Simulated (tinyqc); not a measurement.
Inside a calculation (part 2 of 2). Method: UKS/BLYP in the sto-6g basis, for LiH, spin multiplicity 3. Computed by tinyqc, a small Python program that keeps every step (integrals from PySCF). Command: `OMP_NUM_THREADS=1 python tinyqc.py 25104 25105 out.jsonl` (the two numbers bound the seeds that draw the settings). One thread of a shared host (Intel(R) Xeon(R) Processor @ 2.60GHz), about 2 s of CPU time with the checks.

Geometry (angstrom):
```
atom         x         y         z
Li    0.000000  0.000000  0.000000
H     0.000000  0.000000  1.919000
```

## Iteration 2: diagonalisation and new density

extrapolated F(alpha) (hartree), lower triangle:
```
            1Li 1s     1Li 2s   1Li 2px   1Li 2py    1Li 2pz      2H 1s
1Li 1s   -1.829917
1Li 2s   -0.494118  -0.217580
1Li 2px   0.000000   0.000000  0.014729
1Li 2py   0.000000   0.000000  0.000000  0.014729
1Li 2pz  -0.004026  -0.043485  0.000000  0.000000  -0.041622
2H 1s    -0.075192  -0.159353  0.000000  0.000000  -0.193132  -0.292543
```

extrapolated F(beta) (hartree), lower triangle:
```
            1Li 1s     1Li 2s   1Li 2px   1Li 2py    1Li 2pz      2H 1s
1Li 1s   -1.713317
1Li 2s   -0.483956  -0.177378
1Li 2px   0.000000   0.000000  0.046654
1Li 2py   0.000000   0.000000  0.000000  0.046654
1Li 2pz  -0.005741  -0.050960  0.000000  0.000000   0.015206
2H 1s    -0.073514  -0.121475  0.000000  0.000000  -0.132107  -0.055846
```

X, lower triangle:
```
            1Li 1s     1Li 2s   1Li 2px   1Li 2py    1Li 2pz     2H 1s
1Li 1s    1.022299
1Li 2s   -0.127147   1.073456
1Li 2px   0.000000   0.000000  1.000000
1Li 2py   0.000000   0.000000  0.000000  1.000000
1Li 2pz  -0.006689   0.069596  0.000000  0.000000   1.093641
2H 1s     0.015963  -0.202847  0.000000  0.000000  -0.273871  1.143757
```

Diagonalise F' = X^T F X, C = X C', fill 3 alpha and 1 beta electrons from the bottom; D(s) = C_occ C_occ^T. Each column has its largest component positive (the first on a tie).

F' = X^T F X (alpha) (hartree), lower triangle:
```
           1          2         3         4          5          6
1  -1.789362
2  -0.272874  -0.093115
3   0.000000   0.000000  0.014729
4   0.000000   0.000000  0.000000  0.014729
5  -0.006379   0.012893  0.000000  0.000000   0.042531
6   0.000206  -0.105331  0.000000  0.000000  -0.160151  -0.204646
```

orbital energies (alpha) (hartree): MO1 -1.832357, MO2 -0.313103, MO3 -0.039960, MO4 0.014729, MO5 0.014729, MO6 0.140829

coefficients C (alpha):
```
               MO1        MO2        MO3        MO4       MO5        MO6
1Li 1s    0.990154  -0.090838  -0.250253   0.000000  0.000000  -0.101374
1Li 2s    0.039548   0.199695   0.962121   0.000000  0.000000   0.497340
1Li 2px   0.000000   0.000000   0.000000  -0.003065  0.999995   0.000000
1Li 2py   0.000000   0.000000   0.000000   0.999995  0.003065   0.000000
1Li 2pz   0.004875   0.198365  -0.368357   0.000000  0.000000   1.049230
2H 1s    -0.004929   0.822953  -0.229106   0.000000  0.000000  -0.833560
```

F' = X^T F X (beta) (hartree), lower triangle:
```
           1          2         3         4          5         6
1  -1.669534
2  -0.281573  -0.056882
3   0.000000   0.000000  0.046654
4   0.000000   0.000000  0.000000  0.046654
5  -0.007057  -0.001575  0.000000  0.000000   0.089337
6   0.001251  -0.111580  0.000000  0.000000  -0.164093  0.054316
```

orbital energies (beta) (hartree): MO1 -1.717499, MO2 -0.147389, MO3 0.023559, MO4 0.046654, MO5 0.046654, MO6 0.258566

coefficients C (beta):
```
               MO1        MO2        MO3       MO4        MO5        MO6
1Li 1s    0.986520  -0.164495  -0.228324  0.000000   0.000000   0.095647
1Li 2s    0.053084   0.485781   0.856699  0.000000   0.000000  -0.491662
1Li 2px   0.000000   0.000000   0.000000  0.002417   0.999997   0.000000
1Li 2py   0.000000   0.000000   0.000000  0.999997  -0.002417   0.000000
1Li 2pz   0.007655   0.371369  -0.507622  0.000000   0.000000  -0.938238
2H 1s    -0.007847   0.543907  -0.267458  0.000000   0.000000   1.028182
```

D(alpha) after iteration 2, lower triangle:
```
            1Li 1s     1Li 2s   1Li 2px   1Li 2py   1Li 2pz     2H 1s
1Li 1s    1.051284
1Li 2s   -0.219755   0.967118
1Li 2px   0.000000   0.000000  0.000000
1Li 2py   0.000000   0.000000  0.000000  0.000000
1Li 2pz   0.078990  -0.314599  0.000000  0.000000  0.175059
2H 1s    -0.022302  -0.056283  0.000000  0.000000  0.247614  0.729766
```

D(beta) after iteration 2, lower triangle:
```
            1Li 1s     1Li 2s   1Li 2px   1Li 2py    1Li 2pz     2H 1s
1Li 1s    0.973221
1Li 2s    0.052368   0.002818
1Li 2px   0.000000   0.000000  0.000000
1Li 2py   0.000000   0.000000  0.000000  0.000000
1Li 2pz   0.007551   0.000406  0.000000  0.000000   0.000059
2H 1s    -0.007741  -0.000417  0.000000  0.000000  -0.000060  0.000062
```

Within a degenerate level the vectors are fixed only up to a rotation; this is one choice.

## Iteration 6 (converged): orbitals

converged F(alpha) (hartree), lower triangle:
```
            1Li 1s     1Li 2s   1Li 2px   1Li 2py    1Li 2pz      2H 1s
1Li 1s   -1.798051
1Li 2s   -0.491720  -0.220911
1Li 2px   0.000000   0.000000  0.011557
1Li 2py   0.000000   0.000000  0.000000  0.011557
1Li 2pz  -0.005117  -0.045063  0.000000  0.000000  -0.045277
2H 1s    -0.074947  -0.163034  0.000000  0.000000  -0.199033  -0.310931
```

converged F(beta) (hartree), lower triangle:
```
            1Li 1s     1Li 2s   1Li 2px   1Li 2py    1Li 2pz     2H 1s
1Li 1s   -1.785204
1Li 2s   -0.490871  -0.168998
1Li 2px   0.000000   0.000000  0.053528
1Li 2py   0.000000   0.000000  0.000000  0.053528
1Li 2pz  -0.007924  -0.060357  0.000000  0.000000   0.026618
2H 1s    -0.074759  -0.112732  0.000000  0.000000  -0.117288  0.014279
```

As before.

F' = X^T F X (alpha) (hartree), lower triangle:
```
           1          2         3         4          5          6
1  -1.756705
2  -0.274108  -0.096301
3   0.000000   0.000000  0.011557
4   0.000000   0.000000  0.000000  0.011557
5  -0.007601   0.012190  0.000000  0.000000   0.040215
6   0.000949  -0.105290  0.000000  0.000000  -0.161213  -0.223871
```

orbital energies (alpha) (hartree): MO1 -1.800972, MO2 -0.329020, MO3 -0.042062, MO4 0.011557, MO5 0.011557, MO6 0.135394

coefficients C (alpha):
```
               MO1        MO2        MO3        MO4       MO5        MO6
1Li 1s    0.989051  -0.088799  -0.254905   0.000000  0.000000  -0.102357
1Li 2s    0.043696   0.184085   0.967611   0.000000  0.000000   0.492340
1Li 2px   0.000000   0.000000   0.000000  -0.002712  0.999996   0.000000
1Li 2py   0.000000   0.000000   0.000000   0.999996  0.002712   0.000000
1Li 2pz   0.005929   0.187451  -0.358402   0.000000  0.000000   1.054665
2H 1s    -0.005695   0.836249  -0.227935   0.000000  0.000000  -0.820541
```

F' = X^T F X (beta) (hartree), lower triangle:
```
           1          2         3         4          5         6
1  -1.742777
2  -0.280639  -0.049215
3   0.000000   0.000000  0.053528
4   0.000000   0.000000  0.000000  0.053528
5  -0.007709  -0.013217  0.000000  0.000000   0.097676
6   0.000381  -0.113944  0.000000  0.000000  -0.166538  0.132867
```

orbital energies (beta) (hartree): MO1 -1.788303, MO2 -0.120802, MO3 0.044880, MO4 0.053528, MO5 0.053528, MO6 0.302777

coefficients C (beta):
```
               MO1        MO2        MO3       MO4        MO5        MO6
1Li 1s    0.988841  -0.184301  -0.205875  0.000000   0.000000   0.086036
1Li 2s    0.044650   0.591207   0.800656  0.000000   0.000000  -0.471060
1Li 2px   0.000000   0.000000   0.000000  0.999575  -0.029141   0.000000
1Li 2py   0.000000   0.000000   0.000000  0.029141   0.999575   0.000000
1Li 2pz   0.008429   0.417377  -0.568822  0.000000   0.000000  -0.882106
2H 1s    -0.007118   0.425858  -0.264930  0.000000   0.000000   1.083049
```

D(alpha) after iteration 6, lower triangle:
```
            1Li 1s     1Li 2s   1Li 2px   1Li 2py   1Li 2pz     2H 1s
1Li 1s    1.051083
1Li 2s   -0.219778   0.972067
1Li 2px   0.000000   0.000000  0.000000
1Li 2py   0.000000   0.000000  0.000000  0.000000
1Li 2pz   0.080578  -0.312028  0.000000  0.000000  0.163625
2H 1s    -0.021789  -0.066861  0.000000  0.000000  0.238414  0.751300
```

D(beta) after iteration 6, lower triangle:
```
            1Li 1s     1Li 2s   1Li 2px   1Li 2py    1Li 2pz     2H 1s
1Li 1s    0.977806
1Li 2s    0.044152   0.001994
1Li 2px   0.000000   0.000000  0.000000
1Li 2py   0.000000   0.000000  0.000000  0.000000
1Li 2pz   0.008335   0.000376  0.000000  0.000000   0.000071
2H 1s    -0.007039  -0.000318  0.000000  0.000000  -0.000060  0.000051
```

Within a degenerate level the vectors are fixed only up to a rotation; this is one choice.

## Convergence

Stop when the energy changes by less than 1e-08 hartree and every element of the error matrix X^T (F D S - S D F) X (for each spin) is below 3e-05.

Course of the cycle:
```
iteration  E (hartree)     change  largest element of the error matrix
1          -8.03154193          -                             6.98e-02
2          -7.90520687   1.26e-01                             4.87e-02
3          -7.91137819  -6.17e-03                             1.44e-02
4          -7.91161881  -2.41e-04                             1.22e-03
5          -7.91162276  -3.95e-06                             1.35e-05
6          -7.91162277  -8.42e-10                             1.30e-06
```

PySCF UKS in the same basis, fine grid, after a stability check = -7.91159190 hartree

Converged in 6 iterations. The coarse grid moves the energy by -3.09e-05 hartree.

## Populations, bond orders and dipole

overlap S, lower triangle:
```
           1Li 1s    1Li 2s   1Li 2px   1Li 2py   1Li 2pz     2H 1s
1Li 1s   1.000000
1Li 2s   0.235742  1.000000
1Li 2px  0.000000  0.000000  1.000000
1Li 2py  0.000000  0.000000  0.000000  1.000000
1Li 2pz  0.000000  0.000000  0.000000  0.000000  1.000000
2H 1s    0.034255  0.320221  0.000000  0.000000  0.440115  1.000000
```

Mulliken: Z minus the diagonal of D S on the atom; Loewdin: the same with S^(1/2) D S^(1/2); Mayer order: 2 sum_s sum (D(s) S)_ij (D(s) S)_ji over the two atoms.

Charges (e):
```
atom   Mulliken    Loewdin  Mulliken spin
1Li   -0.166245  -0.214394       1.165608
2H     0.166245   0.214394       0.834392
```

Mayer bond orders:
```
pair     order
2-1   0.276153
```

dipole moment about the origin, x y z (debye): 0.000000  0.000000  3.693145

<S^2> of the determinant (pure state: 2) = 2.000005
